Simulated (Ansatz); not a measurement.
Born–Oppenheimer molecular dynamics of C₄H₄OS (10 atoms, charge 0, multiplicity 1). It starts from a relaxed structure.

All numbers below come from UKS PBE0/STO-3G in Ansatz.

* ensemble: NVT, Nosé–Hoover chain
* time step: 1 fs
* steps asked: 395
* set temperature: 1500 K
* thermostat: time constant 1 fs, chain length 1
* seed: 317663

First frame:

```xyz
10
Properties=species:S:1:pos:R:3
O -1.986 -1.432 0.959
C -1.189 -0.624 0.460
C 0.363 -0.819 0.350
C 0.927 0.413 -0.326
C 0.022 1.339 -0.657
S -1.656 0.983 -0.261
H 0.571 -1.741 -0.221
H 0.780 -0.967 1.362
H 2.000 0.508 -0.515
H 0.251 2.288 -1.150
```

What does the run give?

The run went to its last step.

```
steps done                                               : 395
time covered                                             : 395 fs
mean temperature over the second half                    : 1499 K
spread of the potential energy over the second half      : 36.7 meV per atom
mean potential energy of the second half above the start : 161.2 meV per atom
```

The conserved energy wandered by up to 12.8 meV per atom (net 7.0 meV per atom), which is poor conservation. A run of 0.4 ps of so small a system gives no equilibrium averages. Limits of this set-up: minimal basis.

What happens to the structure?

The same pairs are bonded in the first frame and the last. Pairs count as bonded within 1.25 times the sum of covalent radii (0.12 Å more for H–H). This is one draw of velocities; another would differ in detail.

How do temperature and energy run in time?


| time (fs) | T (K) | potential energy less start (eV) | conserved less start (meV/atom) |
| --- | --- | --- | --- |
| 0.0 | 1500 | 0.000 | 0.00 |
| 13.0 | 2576 | 3.268 | 4.44 |
| 26.0 | 1248 | 4.022 | 6.87 |
| 39.0 | 1349 | 0.688 | 0.62 |
| 52.0 | 1681 | 1.488 | 3.00 |
| 65.0 | 1388 | 1.763 | 2.53 |
| 78.0 | 1764 | 1.760 | 3.64 |
| 91.0 | 1503 | 1.355 | 1.64 |
| 104.0 | 1830 | 1.689 | 4.01 |
| 117.0 | 1473 | 2.289 | 4.47 |
| 130.0 | 1541 | 2.044 | 3.47 |
| 143.0 | 1624 | 1.148 | 2.02 |
| 156.0 | 1399 | 2.768 | 4.79 |
| 169.0 | 1357 | 1.478 | 3.40 |
| 182.0 | 1382 | 1.696 | 3.60 |
| 195.0 | 1479 | 2.067 | 2.94 |
| 208.0 | 1594 | 1.498 | 2.65 |
| 221.0 | 1667 | 1.749 | 3.14 |
| 234.0 | 1559 | 1.973 | 2.92 |
| 247.0 | 1568 | 1.686 | 2.72 |
| 260.0 | 1767 | 1.724 | 3.77 |
| 273.0 | 1334 | 1.509 | 1.81 |
| 286.0 | 1676 | 1.707 | 3.91 |
| 299.0 | 1304 | 1.349 | 2.61 |
| 312.0 | 1313 | 1.482 | 2.84 |
| 325.0 | 1287 | 1.617 | 2.93 |
| 338.0 | 1531 | 0.985 | 2.77 |
| 351.0 | 1180 | 1.592 | 1.79 |
| 364.0 | 1863 | 2.100 | 3.97 |
| 377.0 | 1348 | 1.113 | 1.03 |
| 390.0 | 2066 | 1.709 | 3.70 |

Run time: 20 min on 1 thread of Arm Neoverse V2 (shared host), peak memory 0.14 GiB.
